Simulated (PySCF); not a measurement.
C3H4, SMILES C#CC (connectivity only; charge and spin as stated), charge +1, multiplicity 2.

Geometry: B3LYP-D3(BJ)/def2-TZVP. A frequency run showed that this geometry is not a minimum. The spin state was assumed, not searched.

Two levels are set side by side: PBE/def2-TZVPD (PySCF) and B3LYP/def2-TZVPD (PySCF). Same geometry, gas phase. Differences are taken from unrounded values.

```csv
quantity,PBE
α-spin orbital gap (eV),6.16
β-spin orbital gap (eV),0.54
mean polarisability (bohr³),32.5
```

Task: These are the PBE values. What does B3LYP give? (An estimate is asked for; the answer gives what the named calculation found.)

Result: 
```json
[
 {"quantity": "α-spin orbital gap (eV)", "B3LYP": "8.12", "PBE minus B3LYP": "-1.96"},
 {"quantity": "β-spin orbital gap (eV)", "B3LYP": "2.47", "PBE minus B3LYP": "-1.93"},
 {"quantity": "mean polarisability (bohr³)", "B3LYP": "31.9", "PBE minus B3LYP": "0.6"}
]
```

Rough cost on one machine, each run with all the roots and properties that it gave: B3LYP against PBE within a factor of 2.
